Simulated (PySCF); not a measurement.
Species: C₅H₅Cl.
SMILES: `C/C=C1C=C\1Cl`

Computed, not measured: PySCF, TDDFT CAM-B3LYP/def2-SVPD, vertical, gas phase, core orbitals frozen in the response. Isolated species at its PBE0-D3(BJ)/def2-SVP geometry, gas phase.

Lowest singlets, with some entries withheld (?).

```json
{"state": "S1", "ν̃ (cm⁻¹)": "35260", "f": "?", "main configurations (H = HOMO, L = LUMO)": "H→L (98%)"}
{"state": "S2", "ν̃ (cm⁻¹)": "42850", "f": "?", "main configurations (H = HOMO, L = LUMO)": "H→L+1 (90%)"}
{"state": "S3", "ν̃ (cm⁻¹)": "48830", "f": "?", "main configurations (H = HOMO, L = LUMO)": "H→L+2 (85%)"}
{"state": "S4", "ν̃ (cm⁻¹)": "51450", "f": "?", "main configurations (H = HOMO, L = LUMO)": "H→L+4 (60%), H→L+3 (23%)"}
{"state": "S5", "ν̃ (cm⁻¹)": "52120", "f": "?", "main configurations (H = HOMO, L = LUMO)": "H-1→L (86%)"}
{"state": "S6", "ν̃ (cm⁻¹)": "53360", "f": "?", "main configurations (H = HOMO, L = LUMO)": "H→L+3 (68%), H→L+4 (21%)"}
{"state": "S7", "ν̃ (cm⁻¹)": "55850", "f": "?", "main configurations (H = HOMO, L = LUMO)": "H→L+8 (79%)"}
{"state": "S8", "ν̃ (cm⁻¹)": "56570", "f": "?", "main configurations (H = HOMO, L = LUMO)": "H→L+5 (80%), H→L+6 (16%)"}
{"state": "S9", "ν̃ (cm⁻¹)": "58540", "f": "?", "main configurations (H = HOMO, L = LUMO)": "H-2→L (81%), H-4→L (9%)"}
{"state": "S10", "ν̃ (cm⁻¹)": "59760", "f": "?", "main configurations (H = HOMO, L = LUMO)": "H→L+7 (88%)"}
```

**Question.** Fill in the withheld entries.

**Answer.** 
- S1: f = 0.024
- S2: f = 0.0008
- S3: f = 0.0000
- S4: f = 0.013
- S5: f = 0.0010
- S6: f = 0.0004
- S7: f = 0.0011
- S8: f = 0.615
- S9: f = 0.0002
- S10: f = 0.0033

**Question.** Which level carries the most intensity, and what share of the listed sum of f?

**Answer.** S8, with f = 0.615 of 0.660, 93%.

**Question.** How far apart are S4 and S7, in eV and cm⁻¹?

**Answer.** 6.925 − 6.379 = 0.546 eV, or about 4400 cm⁻¹.

**Question.** What is the mean static polarisability from the same response equations?

**Answer.** 75.5 au (11.19 Å³), with principal values 49.2, 70.8 and 106.5 au.

The vertical ionisation energy (ΔSCF) is 7.88 eV, 0.47 eV above S10.
